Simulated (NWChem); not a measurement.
hydrogen sulfide (H2S); SMILES S

```xyz
3

S      0.0000     0.0000     0.1101
H      0.9772     0.0000    -0.8207
H     -0.9772     0.0000    -0.8207
```
Atoms are numbered in this order, from 1.

All runs: NWChem. Geometry optimised at B3LYP/6-31G*; all other runs use it. Pople sets run with spherical d functions.

```csv
quantity,level,value
"anisotropy (bohr³), static",PBE/def2-SVPD,1.3
cavity-dispersion-structure term (kcal/mol) in n-hexane,"B3LYP/6-31G*, SMD",-1.3
−ε(HOMO) (eV),PBE/def2-SVP,(withheld)
"vertical, lowest state with f > 0.02, singlet (eV)","PBE/def2-SVPD, TDA",5.82
dipole (D),B3LYP/6-31G*,(withheld)
highest harmonic frequency (cm⁻¹),B3LYP/6-31G*,(withheld)
```

Problem. What belongs in the gaps?

Solution. 
- −ε(HOMO) (eV), value: 5.84
- dipole (D), value: 1.42
- highest harmonic frequency (cm⁻¹), value: 2708
